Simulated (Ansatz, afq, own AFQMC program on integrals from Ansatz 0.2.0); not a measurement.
## Where AFQMC and coupled cluster stand for O, triplet

A free O atom.

Basis 6-31G. Only valence electrons are correlated. Integrals, coupled cluster, full CI and functionals: Ansatz 0.2.0; the random walks run on the same integrals in our own AFQMC program. ph-AFQMC/CISD is guided by a CISD state made of CCSD amplitudes; releasing the constraint for a short imaginary time cuts its bias at the price of noise, slowly where states lie close. Free projection: walkers drawn from exp(T), propagated without any constraint. Its projection time is finite, and what remains of the start isn't in its error. ± is one standard error of the sampling.

Determinant: UHF, the one that the program's search chose, which needn't be the lowest solution.

Full CI on the same integrals is exact in this basis and with this determinant's frozen core.

The T1 diagnostic is 0.0042. The weight of the determinant in the CISD state is 0.981. The ⟨S²⟩ of the determinant is 2.003 and the size of the correlated space is 6 electrons in 8 orbitals.

Reference: full CI, correlation energy -1.586 eV. The released energy is read at 1.50 1/Eh (meV from the phaseless value at times in 1/Eh: 0.3 ± 0.3 at 0.24, -0.6 ± 0.3 at 0.50, -0.3 ± 0.4 at 1.00, -0.1 ± 0.3 at 1.50).

```
         level  E − E(reference) (mEh)  share of correlation (%)
            HF                   58.28                      0.00
           MP2                    8.53                     85.36
          CCSD                    0.43                     99.26
       CCSD(T)                    0.09                     99.84
         CCSDT                    0.02                     99.96
      CCSDT(Q)                    0.00                     99.99
        CCSDTQ                    0.00                    100.00
   ph-AFQMC/HF             1.31 ± 0.30                     97.75
 ph-AFQMC/CISD            -0.01 ± 0.02                    100.01
released AFQMC            -0.01 ± 0.01                    100.02
    free AFQMC            -0.01 ± 0.01                    100.02
```

CCSDT and higher add their correlation energy to the determinant of the CCSD(T) run, since their own runs factorise the integrals more tightly (a shift of under 2 meV). Free projections are given only where their last times agree within the noise and don't stop above the reference; a slow remainder of the start can still hide under it. A walk keeps the symmetry of its determinant, which the program's search chose and which needn't be the lowest solution, so a lower state of the same spin and another symmetry isn't excluded. Released energies are given only where the last usable release times agree within the noise; a slower fall can still hide under it.
